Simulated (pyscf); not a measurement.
HB=N• + H₂ -> HB=NH + H•, a hydrogen abstraction (doublet surface; H–H broken, H–N formed). Optimised with ωB97X-D3(BJ)/def2-SVP in PySCF. Energies in kcal/mol from the separated reactants.

Small-basis levels: PySCF, no dispersion term, spherical d functions. Open shells are spin-unrestricted. 

Problem. Quick B3LYP/LANL2DZ single points give ΔE‡ = 0.3 kcal/mol and ΔE = -28.3 kcal/mol. What does ωB97M-D3(BJ)/def2-TZVP give, and how far is the quick result from it?

Solution. ωB97M-D3(BJ)/def2-TZVP gives ΔE‡ = 3.2 kcal/mol and ΔE = -26.5 kcal/mol. B3LYP/LANL2DZ lies 2.9 kcal/mol under it in the barrier and 1.8 kcal/mol under it in the reaction energy, so on this step it holds to within 3.0 kcal/mol. ωB97M-D3(BJ)/def2-TZVP has limits of its own. HB=N• lies 15.4 kcal/mol over its isomer [B=NH]• (electronic energy, ωB97M-D3(BJ)/def2-TZVP). This is the saddle that the search found; another between the same sides may lie lower. The angle at the transferred H is 156°. The term symbol of open-shell HB=N• was not checked; spin-orbit terms are left out.
